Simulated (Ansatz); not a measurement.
Diamond-structure Si was calculated with G0W0@r²SCAN in Ansatz (plane waves, hard PAW, contour deformation).

The cell has the measured lattice parameters. Conventional cell: a = 5.4300 Å, b = 5.4300 Å, c = 5.4300 Å, α = 90.00°, β = 90.00°, γ = 90.00°.

The quasiparticle gap at Γ at a fixed k mesh 4×4×4:

```csv
response cutoff,value (eV)
"150 eV, 307 empty bands",3.317
"200 eV, 472 empty bands",3.334
"250 eV, 660 empty bands",3.342
"300 eV, 868 empty bands",3.346
```

Task: Taking the value to converge with the response cutoff E as E^(−3/2), extrapolate from the last two rows.

Result: With y = y∞ + c/w and weights w = 3953 and 5196 for the last two rows, y∞ = (w2 y2 − w1 y1)/(w2 − w1) = (5196 × 3.346 − 3953 × 3.342)/1243 = 3.359 eV, which lies 0.013 beyond the last row. Successive pairs of rows give 3.366, 3.362, 3.359. The limit also hangs on the law assumed, so its last digits aren't firm.

The other settings are not extrapolated, so this is the limit in one setting alone.

At the last cutoff the smallest gap on this mesh is 1.38 eV, with an edge away from Γ.

Ansatz is a program for electronic structure.
